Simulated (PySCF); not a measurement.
Species: C6H4.
SMILES: `C#C/C=C/C#C`

Theory: MP2 and CCSD/aug-cc-pVDZ in PySCF, restricted Hartree–Fock reference, frozen core, non-relativistic, gas phase, PBE0-D3(BJ)/def2-SVP geometry.

E(HF) = -229.40652 Eh.

Task: How large is the problem?

Result: 174 basis functions and 40 electrons; 6 orbitals frozen, which leaves o = 14 correlated occupied and v = 154 virtual orbitals. That is o·v = 2156 singles and o·v(o·v + 1)/2 = 2325246 distinct closed-shell doubles amplitudes before symmetry; the costliest CCSD step grows as o²v⁴ = 1.1 × 10^11.

Task: What are the MP2 and CCSD correlation energies?

Result: MP2 -0.7827 Eh and CCSD -0.8145 Eh, which gives totals of -230.18927 and -230.22106 Eh. That is 0.792 eV for each correlated electron at CCSD (2139 kJ/mol in all, 0.354 % of the total energy); MP2 gives 96.1 % of the CCSD value.

Task: What is the T1 diagnostic?

Result: 0.0121, below the customary warning level of 0.02. It is the norm of the spatial-orbital singles amplitudes over the root of the number of correlated electrons, so the norm is 0.064.

No triples correction and no basis-set extrapolation were made.

The job also held the EOM ionisation roots. Hardware: x86-64 server, one thread, no GPU (shared host). Cost: 4.5 min of wall time.
